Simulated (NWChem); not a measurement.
**C5H6 (2-methyl-1-buten-3-yne): B3LYP/6-31G(d) (spherical functions)**

What is the vertical ionisation energy of C5H6 (2-methyl-1-buten-3-yne) at B3LYP/6-31G* (spherical functions)? 

Program for the calculation: NWChem 7.3.0.

### 1 The structure to begin with

The species is C5H6 (11 atoms), meant as a singlet with charge 0. As SMILES, `C#CC(=C)C`. The shape is that of a PBE0-D4/def2-TZVP optimisation.

Bond lengths: C1–C2 1.203 Å, C2–C3 1.426 Å, C3–C4 1.335 Å, C3–C5 1.500 Å, C1–H6 1.064 Å, C4–H7 1.084 Å, C4–H8 1.082 Å, C5–H9 1.093 Å, C5–H10 1.093 Å, C5–H11 1.090 Å. Some angles: C1–C2–C3 177.6°, C2–C3–C4 120.8°, C2–C3–C5 116.1°, C4–C3–C5 123.1°, C2–C1–H6 179.2°, C3–C4–H7 120.7°, C3–C4–H8 121.4°, C3–C5–H9 110.6°, C3–C5–H10 110.6°, C3–C5–H11 110.8°.

### 2 The energy at B3LYP/6-31G(d) (spherical functions)

The input, geom.nw:

```
start geom
title "C5H6"
memory stack 880 mb heap 220 mb global 1100 mb

geometry units bohr noautosym nocenter noautoz
   C  -2.54187061  3.33650045  1.93432366
   C  -1.48664754  1.57981104  0.95034327
   C  -0.13795001 -0.44956585 -0.19936611
   C  -1.35757925 -2.47459636 -1.07884464
   C   2.67679706 -0.15155604 -0.34563091
   H  -3.50147354  4.87681621  2.80076309
   H  -0.33051310 -4.01623493 -1.95246503
   H  -3.39262531 -2.63390027 -0.94599690
   H   3.48200936  0.07596699  1.54296138
   H   3.17228325  1.54012679 -1.42182994
   H   3.54153573 -1.79108242 -1.24551849
end

basis spherical bse
   C library 6-31G*
   H library 6-31G*
end

dft
   xc b3lyp
   grid fine
   convergence energy 1e-08
   maxiter 100
   mulliken
   print low
end

task dft energy
```

Launch:

```
$ nwchem geom.nw > geom.out
```

The log of the run:

```text
[...]
 d= 0,ls=0.0,diis     1   -193.9950960662 -3.37D+02  1.14D-02  4.26D-01     2.2
[...]
 d= 0,ls=0.0,diis    10   -194.0482495902 -8.54D-09  9.29D-07  1.06D-08    17.3
         Total DFT energy =     -194.048249590240
      One electron energy =     -543.565460268452
           Coulomb energy =      235.378069607398
    Exchange-Corr. energy =      -29.338068729848
 Nuclear repulsion energy =      143.477209800662
[...]
      Total Density - Mulliken Population Analysis
     ---------------------------------------------
    Atom       Charge   Shell Charges
 -----------   ------   -------------------------------------------------------
    1 C    6     6.54   2.00  0.68  2.01  0.73  1.10  0.02
    2 C    6     5.67   2.00  0.69  2.03  0.47  0.46  0.03
    3 C    6     5.91   2.00  0.69  2.08  0.41  0.69  0.05
    4 C    6     6.35   2.00  0.69  2.06  0.58  0.99  0.03
    5 C    6     6.50   2.00  0.67  2.14  0.63  1.02  0.04
    6 H    1     0.81   0.51  0.30
    7 H    1     0.86   0.53  0.33
    8 H    1     0.85   0.53  0.32
    9 H    1     0.83   0.52  0.31
   10 H    1     0.83   0.52  0.31
[...]
```

Wall time 18 s (1 thread of Intel Xeon Platinum 8375C at 2.90GHz (Ice Lake), shared host); peak memory 0.11 GiB.

### 3 The doublet cation at the same level

The input, nw.nw:

```
START nw
TITLE "C5H6"
memory total 2200 mb
charge 1

GEOMETRY units angstroms noautosym nocenter noautoz
  C     -1.345100     1.765600     1.023600
  C     -0.786700     0.836000     0.502900
  C     -0.073000    -0.237900    -0.105500
  C     -0.718400    -1.309500    -0.570900
  C      1.416500    -0.080200    -0.182900
  H     -1.852900     2.580700     1.482100
  H     -0.174900    -2.125300    -1.033200
  H     -1.795300    -1.393800    -0.500600
  H      1.842600     0.040200     0.816500
  H      1.678700     0.815000    -0.752400
  H      1.874100    -0.947800    -0.659100
END

BASIS spherical bse
  * library 6-31G*
END

DFT
  xc b3lyp
  mult 2
  grid fine
  convergence energy 1e-08
  iterations 100
  mulliken
  print low
END

TASK dft energy
```

Launch:

```
$ nwchem nw.nw > nw.out
```

The log of the run:

```text
[...]
 d= 0,ls=0.0,diis     1   -193.6508258005 -3.37D+02  7.46D-03  1.62D-01     2.7
[...]
 d= 0,ls=0.0,diis    14   -193.7254298628 -8.61D-09  5.09D-07  7.08D-10    43.3
[...]
         Total DFT energy =     -193.725429862812
      One electron energy =     -534.958054349982
           Coulomb energy =      226.776433750232
    Exchange-Corr. energy =      -29.021029440695
 Nuclear repulsion energy =      143.477220177633
[...]
      Total Density - Mulliken Population Analysis
     ---------------------------------------------
    Atom       Charge   Shell Charges
 -----------   ------   -------------------------------------------------------
    1 C    6     6.30   2.00  0.73  1.94  0.71  0.90  0.03
    2 C    6     5.62   2.00  0.70  2.03  0.44  0.43  0.03
    3 C    6     5.90   2.00  0.71  2.03  0.44  0.67  0.05
    4 C    6     6.21   2.00  0.73  2.01  0.63  0.82  0.03
    5 C    6     6.52   2.00  0.67  2.16  0.66  0.99  0.03
    6 H    1     0.69   0.49  0.19
    7 H    1     0.74   0.52  0.22
    8 H    1     0.74   0.52  0.22
    9 H    1     0.75   0.51  0.24
   10 H    1     0.75   0.51  0.24
[...]
      <S2> =      0.7644 (Exact =     0.7500)
[...]
```

Wall time 44 s (1 thread of Intel Xeon Platinum 8375C at 2.90GHz (Ice Lake), shared host); peak memory 0.12 GiB.

### 4 Results

At B3LYP/6-31G* (spherical functions):

```
                                          quantity          value
                        singlet C5H6: total energy  -194.04825 Eh
                      doublet cation: total energy  -193.72543 Eh
                              doublet cation: ⟨S²⟩          0.764
vertical ionisation energy (to the doublet cation)       8.784 eV
```

**Reading.** The vertical ionisation energy comes to 8.78 eV (203 kcal/mol). Mulliken charges (doublet cation) run from -0.52 on C5 to +0.38 on C2; they depend strongly on the basis.
